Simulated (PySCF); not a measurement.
Compound: hydrogen fluoride, HF.
Hydrogens: H2 on F1.

Computed with TDDFT B3LYP/def2-SVPD, vertical, gas phase, core orbitals frozen in the response in PySCF 2.14.0, density-fitted response routines. Isolated species at its GFN2-xTB geometry, gas phase.

Orbital energies (eV): HOMO-3 -32.35, HOMO-2 -15.19, HOMO-1 -11.58, HOMO -11.58, LUMO -0.06, LUMO+1 3.96, LUMO+2 4.02.

Lowest singlets, with some entries withheld (?). Orbitals of the list HOMO-3 to LUMO+2 that lie within 0.01 eV of each other are written together with a slash and their weights summed (≥ marks a lower bound); for degenerate orbitals outside that list single weights are arbitrary.

| state | ν̃ (cm⁻¹) | f | main configurations (H = HOMO, L = LUMO) |
| --- | --- | --- | --- |
| S1 | 79670 | 0.030 | H-1/H→L (100%) |
| S2 | 79670 | 0.030 | H-1/H→L (100%) |
| S3 | ? | ? | ? |
| S4 | ? | ? | ? |
| S5 | 112750 | 0.0000 | H-1/H→L+3 (≥47%), H-1/H→L+2 (≥47%) |
| S6 | 112750 | 0.0000 | H-1/H→L+2 (≥47%), H-1/H→L+3 (≥47%) |
| S7 | 113390 | 0.026 | H-1/H→L+1 (99%) |
| S8 | 113390 | 0.026 | H-1/H→L+1 (99%) |

(1) Supply the missing values.

(2) What is the mean static polarisability from the same response equations?

(3) Which level carries the most intensity, and what share of the listed sum of f?

(4) Where do the lowest triplets lie (Tamm–Dancoff)?

Results:

(1) 
- S3: ν̃ = 111020 cm⁻¹; f = 0.142; H-2→L (82%)
- S4: ν̃ = 112610 cm⁻¹; f = 0.0000; H-1/H→L+2 (≥50%), H-1/H→L+3 (≥38%)

(2) 5.6 au (0.84 Å³), with principal values 5.1, 5.1 and 6.7 au.

(3) S3, with f = 0.142 of 0.253, 56%.

(4) T1 9.37 eV, H-1/H→L (98%); T2 9.37 eV, H-1/H→L (98%); T3 12.49 eV, H-2→L (95%). E(S1) − E(T1) = +0.51 eV.

Time: 0.5 s. Hardware: one thread, Arm Neoverse V1, on a shared host.
